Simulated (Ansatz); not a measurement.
in.yaml

```yaml
crystal:
  periodic: [false, false, false]
  atoms:
    - {symbol: Al, position_ang: [0.000000, -0.106146, 1.272497]}
    - {symbol: C, position_ang: [0.000000, 0.083663, -0.643702]}
    - {symbol: O, position_ang: [0.000000, 0.036255, -1.792225]}
    - {symbol: H, position_ang: [0.000000, 1.269000, 2.055591]}
basis:
  gaussian: {orbitals: cc-pVDZ, fitting: {mean_field: def2-universal-jkfit}}
magnetization: {spin_polarized: false, initial_magnetization: 4}
hamiltonian: {xc: {name: PBE}}
correlation: {method: ccsd_t, electrons: valence, diis_vectors: 2}
accuracy: high
```

```sh
$ ansatz run in.yaml --threads 1 --pin off --events-out ev --progress --plain --max-ram 2393MiB
```

The program prints:

```
298 factors; integrals over basis functions are off by at most 4.0e-1 eV
mean field evaluation 1: about -9671.4782 eV, gradient 5.1e1 eV
mean field evaluation 2: about -9671.4794 eV, gradient 5.1e1 eV
mean field evaluation 4: about -9677.6671 eV, gradient 3.9e1 eV
mean field evaluation 8: about -9681.8721 eV, gradient 3.3e0 eV
mean field evaluation 16: about -9681.9634 eV, gradient 2.3e-1 eV
mean field evaluation 32: about -9679.8277 eV, gradient 5.8e0 eV
mean field evaluation 64: about -9681.7204 eV, gradient 6.3e0 eV
mean field evaluation 96: about -9679.7885 eV, gradient 5.1e0 eV
mean field evaluation 128: about -9680.6095 eV, gradient 2.1e0 eV
mean field evaluation 160: about -9629.7004 eV, gradient 5.8e1 eV
mean field -9681.96410176 eV, -355.8056180686 hartree, gradient 1.5e-8 eV, S^2 6.000000; 12 other end points of the search recorded, 0 dependent functions left out
...
cycle  33  -10.38378746 eV  change    4.0e-8 eV  update   7.9e-8
cycle  34  -10.38378766 eV  change   -2.0e-7 eV  update   9.5e-8
cycle  35  -10.38378758 eV  change    7.9e-8 eV  update   5.3e-8
cycle  36  -10.38378762 eV  change   -3.5e-8 eV  update   3.5e-8
cycle  37  -10.38378758 eV  change    3.7e-8 eV  update   2.7e-8
cycle  38  -10.38378757 eV  change    8.7e-9 eV  update   1.3e-8
cycle  39  -10.38378756 eV  change    1.4e-8 eV  update   7.0e-9
cycle  40  -10.38378756 eV  change  -4.6e-10 eV  update   3.4e-9
cycle  41  -10.38378755 eV  change    3.5e-9 eV  update   1.9e-9
cycle  42  -10.38378756 eV  change  -4.0e-10 eV  update   1.3e-9
perturbative correction -0.45024757 eV, -0.0165462929 hartree
Total energy: -9668.81986574 eV, -355.3225763045 hartree
```

Ran on 1 thread of Arm Neoverse V1, shared host: 23 s wall, 0.15 GiB peak host memory.
